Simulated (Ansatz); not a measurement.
Computed with Ansatz.

A structure relaxed at PBE0-D4/def2-TZVP, charge 0, multiplicity 1:

```xyz
10

C    -0.449    0.608   -0.811
C     0.299   -0.383    0.044
O    -0.656   -1.105    0.776
O     1.237    0.226    0.890
H     0.254    1.205   -1.393
H    -1.130    0.092   -1.490
H    -1.042    1.272   -0.175
H     0.900   -1.058   -0.578
H    -0.182   -1.740    1.322
H     0.768    0.884    1.416
```

Give its formula and SMILES.

C2H6O2, `CC(O)O`.

Summarise the bond lengths by kind.

1 × C–C 1.508 Å; 4 × C–H 1.090 to 1.097 Å; 2 × C–O 1.402 to 1.403 Å; 2 × H–O 0.962 to 0.964 Å.
